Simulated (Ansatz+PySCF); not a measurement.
Values are calculated unless marked as measured or tabulated.
## PySCF 2.14.0 run

```python
from pyscf import gto, scf

mol = gto.M(atom="""
C 0.000000 0.024390 -0.759650
C 0.000000 -0.024390 0.759650
O 0.000000 1.064260 -1.357300
O 0.000000 -1.064260 1.357300
H 0.000000 -0.980130 -1.252370
H 0.000000 0.980130 1.252370
""", basis='def2-svp', charge=0, spin=0)
mf = scf.RHF(mol)
mf.init_guess = 'minao'
mf.kernel()
while True:  # follow internal instabilities
    mo, _, stable, _ = mf.stability(return_status=True)
    if stable: break
    mf.kernel(mf.make_rdm1(mo, mf.mo_occ))
print(mf.converged, mf.e_tot, mf.spin_square()[0])
```

The script is written out from the run's settings.

Results

```json
{"Converged": "yes", "Total energy": "-226.41324 hartree", "Spin squared of the determinant": "0.000"}
```
